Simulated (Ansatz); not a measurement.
Two structures of CH₅Al, singlet, reached by relaxing down either side of one saddle point (PBE0-D4/def2-TZVP). Energies are electronic, without zero-point energy. Program: Ansatz 0.2.0. Basis: def2-TZVPP and def2-QZVPP. Cores are frozen in the correlated methods. Extrapolation: Hartree–Fock as exp(−7.88 √X), correlation as X^−2.97. First:

```xyz
7
angstrom
Al -1.0320 0.1843 -0.1196
H -2.0799 -0.8080 0.5490
C 0.8799 -0.1453 0.0796
H 1.1794 -0.0028 1.1246
H -1.5765 1.4391 -0.9305
H 1.1315 -1.1813 -0.1694
H 1.4979 0.5140 -0.5337
```

Second:

Al1  (-0.482, 0.615, -0.383)
H2  (-1.259, -0.889, 0.804)
C3  (1.162, -0.094, -0.392)
H4  (-1.026, -0.384, 1.342)
H5  (-1.791, 1.448, -0.622)
H6  (1.410, -0.915, 0.276)
H7  (1.986, 0.219, -1.025)
(Å)

Q: Which bonds change from the first to the second?

A: CH₅Al ([CH3][AlH2]) → CH₃Al ([CH2][AlH]) + H₂; bonds formed: H2–H4; bonds broken: Al1–H2, C3–H4.

Q: Give the saddle point's structure and its height above each. (An estimate is asked for; the value comes from the calculation.)

A: By the calculation: 298.7 kJ/mol above the first and 30.4 kJ/mol above the second (CCSD(T) at an estimated basis limit (MP2 extrapolated from triple and quadruple zeta, plus CCSD(T) − MP2 in triple zeta)).
```csv
atom,x (Å),y (Å),z (Å)
Al1,-0.7874,0.3097,-0.5455
H2,-1.1590,-0.6513,0.9112
C3,0.9670,-0.1233,-0.2155
H4,-0.2958,-0.3116,1.0087
H5,-1.7793,1.5267,-0.7064
H6,1.1846,-1.1549,0.0668
H7,1.8701,0.4047,-0.5193
```

T1 diagnostic: at most 0.018. The restricted Hartree–Fock reference is unstable towards an unrestricted one at one or more of these structures.

Labels in which every atom is bracketed show which atoms are joined, not bond orders.

For scale, one of the runs: CCSD(T)/def2-TZVPP, 143 basis functions, launched by `ansatz run in.yaml --threads 2 --pin off --events-out ev --progress --plain --max-ram 4352MiB`. The run took 7 s on 2 CPU threads of an Arm Neoverse V1 (shared host), with 0.78 GiB of host memory at its peak.
